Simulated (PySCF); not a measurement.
# Electric properties by functional and basis

SO2.
SMILES with atom numbers: `[O:1]=[S:2]=[O:3]`

PySCF, dipoles from the SCF density, polarisabilities from static response with core orbitals frozen. Isolated species at its PBE0-D3(BJ)/def2-SVP geometry, gas phase.

Reference dipole: 1.633 D (measured, gas; NIST CCCBDB Release 22 (SRD 101), experimental dipoles). Reference dipole: 1.629 D (computed, CCSD(T)/CBS, all electrons, equilibrium geometry, gas; Hait, Head-Gordon, J. Chem. Theory Comput. 14 (2018) 1969). Reference polarisability: 3.882 Å³ (measured, gas; NIST CCCBDB Release 22 (SRD 101), experimental polarizabilities). Reference polarisability: 3.764 Å³ (computed, CCSD(T)/CBS, static electronic, isotropic average, equilibrium geometry, gas; Hait, Head-Gordon, Phys. Chem. Chem. Phys. 20 (2018) 19800). Errors are taken against the first value of each kind. The anisotropy is √(½[(α1 − α2)² + (α2 − α3)² + (α3 − α1)²]).

```csv
level,μ (D),error (%),α (au),error (%),anisotropy (au)
B3LYP/def2-SVPD,1.805,+10.6,25.74,-1.8,13.50
PBE0/def2-SVPD,1.770,+8.4,25.42,-3.0,13.23
BHandHLYP/def2-SVPD,1.978,+21.1,24.80,-5.3,13.26
CAM-B3LYP/def2-SVPD,1.883,+15.3,25.52,-2.6,13.48
wB97X-D/def2-SVPD,1.805,+10.5,25.43,-2.9,13.30
LC-wPBE/def2-SVPD,1.850,+13.3,25.17,-3.9,13.29
PBE0/6-31G*,1.804,+10.5,19.11,-27.1,14.34
PBE0/def2-SVP,1.838,+12.5,18.06,-31.1,14.92
PBE0/6-31+G*,1.952,+19.5,23.04,-12.1,16.94
PBE0/aug-cc-pVDZ,1.763,+8.0,25.17,-3.9,14.26
PBE0/def2-TZVP,1.779,+9.0,21.76,-16.9,14.82
PBE0/def2-TZVPD,1.730,+5.9,25.67,-2.0,13.26
PBE0/aug-cc-pVTZ,1.759,+7.7,25.61,-2.2,13.63
```

For the dipole, the smallest error is 5.9% (PBE0/def2-TZVPD) and the largest 21.1% (BHandHLYP/def2-SVPD). For the polarisability, the smallest error is 1.8% (B3LYP/def2-SVPD) and the largest 31.1% (PBE0/def2-SVP). The dipole runs from 1.73 D (PBE0/def2-TZVPD) to 1.98 D (BHandHLYP/def2-SVPD). In one basis (def2-SVPD) the functionals order the polarisability from BHandHLYP (lowest) to B3LYP (highest), a spread of 4%. With PBE0 the polarisability is 19.64 au without diffuse functions (mean of 6-31G*, def2-SVP and def2-TZVP) and 24.98 au with them (mean of 6-31+G*, aug-cc-pVDZ, def2-SVPD, def2-TZVPD and aug-cc-pVTZ). Measured values can belong to vibrating molecules; the computed ones are for one fixed geometry.
